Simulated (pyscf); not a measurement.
Elementary routes open to HO–AsH–OH + AsH₃ in the gas phase (singlet surface):
A. HO–AsH–O–AsH₂ + H₂ (H–O, As–H broken; As–O, H–H formed)
B. HO–As(OH)–AsH₂ + H₂ (As–H, As–H broken; As–As, H–H formed)

Structures and frequencies: ωB97X-D3(BJ)/def2-SVP in PySCF.

**Question.** Rank the routes by free-energy barrier at 900 K, lowest first, for ωB97M-D3(BJ)/def2-TZVP energies (ideal gas, 1 atm, RRHO with modes under 100 cm⁻¹ raised to 100, one conformer, R ln 2 for chiral ones without a mode under 150 cm⁻¹).

**Answer.** B (79.1 kcal/mol), A (90.0 kcal/mol)

Route B is the fastest of these, ahead of the next by 10.8 kcal/mol. The most stable products are those of B (ΔG = +0.5 kcal/mol), so kinetics and thermodynamics agree. At 298 K B is still the fastest. Only these routes are compared; each barrier is that of the saddle found, and lower ones may exist. Elements up to Kr have no core potential and no relativistic terms here.
